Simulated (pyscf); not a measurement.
HO–Si(SiH₂•)(SiH₃)–SiH₃ (SMILES O[Si]([SiH2])([SiH3])[SiH3]) + H₂ (SMILES [H][H]) → H₃Si–Si•(SiH₃)–SiH₃ (SMILES [SiH3][Si]([SiH3])[SiH3]) + H₂O (SMILES O), a concerted two-bond exchange (doublet surface; O–Si, H–H broken, H–Si, H–O formed). PySCF, gas phase, ωB97X-D3(BJ)/def2-SVP geometries. Energies in kJ/mol from the separated reactants.

Small-basis levels: PySCF, no dispersion term, spherical d functions. Open shells are spin-unrestricted. 

Q: Quick BP86/6-31G* single points give ΔE‡ = 174.7 kJ/mol and ΔE = +38.0 kJ/mol. What does ωB97M-D3(BJ)/def2-TZVP give, and how far is the quick result from it?

A: ωB97M-D3(BJ)/def2-TZVP gives ΔE‡ = 189.9 kJ/mol and ΔE = +25.9 kJ/mol. BP86/6-31G* lies 15.1 kJ/mol under it in the barrier and 12.1 kJ/mol over it in the reaction energy, so on this step it does not hold to within 12.6 kJ/mol. ωB97M-D3(BJ)/def2-TZVP has limits of its own. On the product side the descent ends in a complex (not fully relaxed), 18.1 kJ/mol under the separated species and 191.1 kJ/mol under the saddle at ωB97X-D3(BJ)/def2-TZVP. HO–Si(SiH₂•)(SiH₃)–SiH₃ lies 110.0 kJ/mol over its isomer H₃Si–O–Si•(SiH₃)–SiH₃ (electronic energy, ωB97M-D3(BJ)/def2-TZVP). This is the saddle that the search found; another between the same sides may lie lower.
